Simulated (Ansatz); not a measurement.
# AlBH₂+ (quartet): the correlation ladder, def2-TZVPP

The task here is to estimate one member of a computed series from the others.

Program: Ansatz 0.2.0, Gaussian basis. Level of theory: def2-TZVPP, core rule «outside noble gas», up to 6 orbitals frozen. These are calculated values, not measurements.

Plan: UHF; ROHF; CCSD(T) on UHF.

2 further runs of the same task are left out: 2 set aside as unsound or not needed.

## The system

The geometry is a PBE0/def2-TZVP stationary point (not a proven minimum) of the parent state, kept for this charge and spin.

4 atoms, charge 1, spin multiplicity 4.

Atoms are counted from 1 here; the program's logs count them from 0.

Bond lengths: B1–Al2 1.909 Å, B1–H3 1.183 Å, Al2–H4 1.571 Å. Angles: Al2–B1–H3 180.0°, B1–Al2–H4 180.0°.

Set-up of the first run:

in.yaml

```yaml
crystal:
  periodic: [false, false, false]
  atoms:
    - {symbol: B, position_ang: [0.000000, 0.000000, 1.051329]}
    - {symbol: Al, position_ang: [0.000000, 0.000000, -0.857484]}
    - {symbol: H, position_ang: [0.000000, 0.000000, 2.234417]}
    - {symbol: H, position_ang: [0.000000, 0.000000, -2.428262]}
basis:
  gaussian: {orbitals: def2-TZVPP}
total_charge: 1
magnetization: {spin_polarized: true, initial_magnetization: 3}
hamiltonian: {xc: hf}
output: {orbitals: {seedname: orbitals}}
```

Run with:

```console
ansatz run in.yaml --threads 1 --pin off --events-out ev --progress --plain --max-ram 4096MiB --backend cpu
```

Steps of the session up to this table: UHF; ROHF; CCSD(T) on UHF.

One of the session's tables, all rows but one given; the rest of the session is left out.

```
  method  from UCCSD(T) (meV)
    ROHF                    ?
     UHF              +3798.0
    UMP2               +982.5
   UCCSD               +137.5
UCCSD(T)                    0
```

Estimate the missing values for ROHF.

The run gave: from UCCSD(T) (meV): +3831.6. In the column «from UCCSD(T) (meV)» it is the highest.
